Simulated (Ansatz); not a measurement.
# Reading a saddle point

A first-order saddle point of CH6ClSi, doublet, PBE0-D4/def2-TZVP, with one imaginary mode of 443i cm⁻¹:

| atom | x (Å) | y (Å) | z (Å) |
| --- | --- | --- | --- |
| Cl1 | 1.0848 | 0.3679 | 1.8732 |
| Si2 | -0.2274 | -0.7722 | 0.2342 |
| C3 | -0.4062 | 0.4096 | -1.1951 |
| H4 | 1.9038 | 1.1576 | 2.8252 |
| H5 | 0.5030 | -2.0124 | -0.1356 |
| H6 | -1.5299 | -1.1102 | 0.8646 |
| H7 | -0.9015 | 1.3272 | -0.8718 |
| H8 | 0.5737 | 0.6719 | -1.5986 |
| H9 | -1.0004 | -0.0395 | -1.9961 |

Ansatz 0.2.0; basis: def2-TZVPP and def2-QZVPP; cores frozen in the correlated methods; orbitals are unrestricted. Extrapolation: Hartree–Fock as exp(−7.88 √X), correlation as X^−2.97.

(1) Which contacts change along the imaginary mode, and what lies on either side? (A judgement: the text doesn't fix the answer.)

(2) Which side is lower, and how far does the saddle lie above each? (Judge from chemistry; the value comes from the calculation.)

The T1 diagnostic stays at or below 0.017. ⟨S²⟩ of the unrestricted Hartree–Fock references: 0.75 to 0.80 (a pure state has 0.75). The unrestricted reference is spin-contaminated, which hurts MP2 most.

Results:

(1) Computed: The step is CH₅ClSi ([CH3][SiH2][Cl]) + H → CH₅Si ([CH3][SiH2]) + HCl, with the molecules in contact on both sides. Shortening one way: Cl1–H4; lengthening the same way: Cl1–Si2.
| pair | one side (Å) | saddle (Å) | other side (Å) |
| --- | --- | --- | --- |
| Cl1–H4 | 3.52 | 1.48 | 1.28 |
| Cl1–Si2 | 2.06 | 2.39 | 3.83 |

(2) The calculation gives: The side with Cl1–Si2 short is lower by 6.86 kcal/mol; the saddle lies 21.40 kcal/mol above it and 14.54 kcal/mol above the other (CCSD(T) at an estimated basis limit (MP2 extrapolated from triple and quadruple zeta, plus CCSD(T) − MP2 in triple zeta); electronic energies).

Radical steps of this kind take place in plasma deposition and etching.

Labels in which every atom is bracketed show which atoms are joined, not bond orders.

For scale, one of the runs: CCSD(T)/def2-TZVPP, 199 basis functions, launched by `ansatz run in.yaml --threads 4 --pin off --events-out ev --progress --plain --max-ram 9574MiB`. Hardware: 4 CPU threads of an Arm Neoverse N1, shared host. Wall time 2.8 min; peak host memory 5.8 GiB.
